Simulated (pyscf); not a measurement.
Single points on ωB97X-D3(BJ)/def2-SVP structures (PySCF, gas phase). Correlated levels are frozen-core, on RHF or UHF. ΔMP2 is the change of the MP2 total energy from the triple- to the quadruple-zeta basis.

Task: For the elementary gas-phase step Cl–Ge:–Cl [singlet] + NH₃ → HCl + H₂N–Ge:–Cl [singlet] (singlet surface; Cl–Ge, H–N broken, Cl–H, Ge–N formed), what barrier and reaction energy does CCSD(T)/def2-TZVPP + ΔMP2(QZVPP) give, measured from the separated reactants?

Result: ΔE‡ = 0.49 eV, ΔE = +0.45 eV. Zero-point energy shifts the barrier by -0.04 eV. It is a four-centre exchange, with an imaginary mode of 310i cm⁻¹. On the reactant side the descent ends in an adduct with a Ge–N contact, 1.04 eV under the separated species and 1.49 eV under the saddle at ωB97X-D3(BJ)/def2-TZVP. On the product side the descent ends in a complex, 0.18 eV under the separated species and 0.08 eV under the saddle at ωB97X-D3(BJ)/def2-TZVP. What is counted as formed (Ge–N) is already present as a longer contact in the reactant adduct; forming that adduct is a step of its own. This is the saddle that the search found; another between the same sides may lie lower. The CCSD(T) − MP2 part came from Ansatz, without density fitting, on the same reference. The frozen core leaves the outer d or s,p core shells of the metals and heavy elements correlated in the MP2 and CC values, and def2-TZVPP describes them poorly, which can shift differences by a few kcal/mol. Elements up to Kr have no core potential and no relativistic terms here.
